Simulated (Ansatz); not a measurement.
Input file:

```yaml
crystal:
  periodic: [false, false, false]
  atoms:
    - {symbol: Ga, position_ang: [0.000001, -0.379916, 1.053510]}
    - {symbol: N, position_ang: [-0.000047, -0.190704, -0.757137]}
    - {symbol: P, position_ang: [0.000010, -0.326191, -2.280879]}
    - {symbol: H, position_ang: [0.000037, 0.896811, 1.984506]}
basis:
  gaussian: {orbitals: STO-3G}
total_charge: 1
magnetization: {spin_polarized: true, initial_magnetization: 1}
correlation: {method: mp2, electrons: valence}
scf: {lower_state_search: light}
```

```sh
$ ansatz run in.yaml --threads 1 --pin off --events-out ev --progress --plain --max-ram 2393MiB
```

Output:

```
352 factors; integrals over basis functions are off by at most 4.4e-5 eV
mean field evaluation 1: about -62359.7646 eV, gradient 2.8e1 eV
mean field evaluation 2: about -62359.8000 eV, gradient 2.8e1 eV
mean field evaluation 4: about -62366.0705 eV, gradient 3.5e0 eV
mean field evaluation 8: about -62366.7906 eV, gradient 2.5e0 eV
mean field evaluation 16: about -62369.2558 eV, gradient 1.9e0 eV
mean field evaluation 32: about -62366.3797 eV, gradient 7.5e0 eV
mean field evaluation 64: about -62368.6372 eV, gradient 3.4e0 eV
mean field evaluation 96: about -62369.3786 eV, gradient 1.2e-1 eV
mean field evaluation 128: about -62365.8368 eV, gradient 9.2e0 eV
mean field evaluation 160: about -62369.8488 eV, gradient 1.0e-1 eV
mean field evaluation 192: about -62369.8547 eV, gradient 9.8e-2 eV
mean field evaluation 224: about -62369.3711 eV, gradient 6.8e-1 eV
mean field -62369.87119191 eV, -2292.0504904857 hartree, gradient 1.3e-6 eV, S^2 2.551825; 21 other end points of the search recorded, 0 dependent functions left out
15 core orbitals not correlated: weight in the atoms' cores, before any rotation towards them, 0.999 or more for the frozen orbitals, at most 0.000 for the correlated occupied ones
reference -62369.87119191 eV, -2292.0504904857 hartree; 12, 11 occupied and 6, 7 virtual orbitals, 352 factors
second order -2.76854200 eV of doubles, -0.00000000 eV of singles
Total energy: -62372.63973392 eV, -2292.1522325278 hartree
```

Ran on 1 thread of Arm Neoverse V2, shared host: 4.9 s wall, 0.27 GiB peak host memory.
